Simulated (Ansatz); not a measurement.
**Heat of formation of Si2NH6 (SMILES N[SiH][SiH3]) from total energies**

Si2NH6 has 9 atoms, charge 0, and is taken as a doublet. As SMILES, `N[SiH][SiH3]`. Geometry: relaxed at PBE0-D4/def2-TZVP. This is one conformer, not always the lowest.

Total energies at UPBE0/6-311+G** (Ansatz 0.2.0); the atoms run unrestricted:

| species | state | energy (Eh) |
| --- | --- | --- |
| Si2NH6 | doublet | -637.036580 |
| N | quartet | -54.540333 |
| Si | triplet | -289.250667 |
| H | doublet | -0.501038 |

Harmonic wavenumbers at UPBE0-D4/def2-TZVP, in cm⁻¹: 99, 146, 232, 377, 409, 419, 514, 604, 692, 842, 863, 905, 930, 940, 1580, 2172, 2193, 2209, 2222, 3601, 3698.

Measured heats of formation of the gaseous atoms at 298.15 K, in kJ/mol: N 472.4, Si 450.0, H 218.0. Spin-orbit lowering of the atoms at 298 K (mean of the ground term's levels less their thermal mean, from spectra), in kJ/mol: Si 0.44. Take 1 Eh = 2625.50 kJ/mol, 1 cm⁻¹ = 0.0119627 kJ/mol, RT = 2.479 kJ/mol.

Task: Work out the heat of formation of the gas at 298 K.

Result: 
1. Electronic atomisation energy: (-54.540333) + 2 × (-289.250667) + 6 × (-0.501038) − (-637.036580) = 0.988685 Eh = 2595.8 kJ/mol.
2. Zero-point energy: half the sum of the wavenumbers, 12823.5 cm⁻¹ = 153.4 kJ/mol.
3. Thermal vibrational enthalpy, Σ hcν̃/(exp(hcν̃/kT) − 1): 9.4 kJ/mol. Translation, rotation and pV of a non-linear molecule: 4 RT = 9.9 kJ/mol.
4. The 9 free atoms carry 5/2 RT each: 55.8 kJ/mol.
5. Spin-orbit coupling lowers the free atoms by 2 × 0.44 = 0.9 kJ/mol.
6. Atomisation enthalpy at 298 K: 2595.8 − 0.9 − 153.4 − 9.4 − 9.9 + 55.8 = 2478.0 kJ/mol.
7. Sum of the atoms' heats of formation: 2680.4 kJ/mol. Heat of formation: 2680.4 − 2478.0 = +202.4 kJ/mol.

No measured value is set beside it here. Anharmonicity and any spin-orbit splitting of the molecule are left out.
